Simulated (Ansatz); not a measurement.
## fcc Rh

Computed with PBE in Ansatz (plane waves, PAW).

Settings: plane-wave cutoff 500 eV, 32×32×32 k mesh, Fermi–Dirac smearing 0.1 eV, no spin polarisation, scalar-relativistic PAW data made under PBE.

Cell (relaxed at this level):

Rh is taken in the cubic space group Fm-3m (No. 225), the fcc (Cu type) structure, Pearson symbol cF4. Conventional cell: a = b = c = 3.8318 Å, α = β = γ = 90.00°. Rh on 4a is surrounded by 12 Rh at 2.709 Å (cuboctahedral). (Neighbours: up to the widest gap in distance over summed covalent radii, below 1.35, at either atom.)
(The calculation used a cell of 1 atom; values per cell refer to that cell.)

```json
{
  "equilibrium_volume_per_atom": "14.07 Å³/atom",
  "lattice_constant_a": "3.832 Å"
}
```

Measured, for comparison: equilibrium volume per atom 13.65 Å³/atom, lattice constant a 3.794 Å (static lattice: zero-point anharmonic expansion removed; as tabulated in Mejia-Rodriguez and Trickey (2018), arXiv:1807.09216). Computed (rounded) less measured: equilibrium volume per atom +3.1 %, lattice constant a +1.0 %.

Static lattice: no zero-point or thermal effects.

It cost about 60 core-seconds (a rough figure) of CPU time.

Ansatz is a first-principles code.
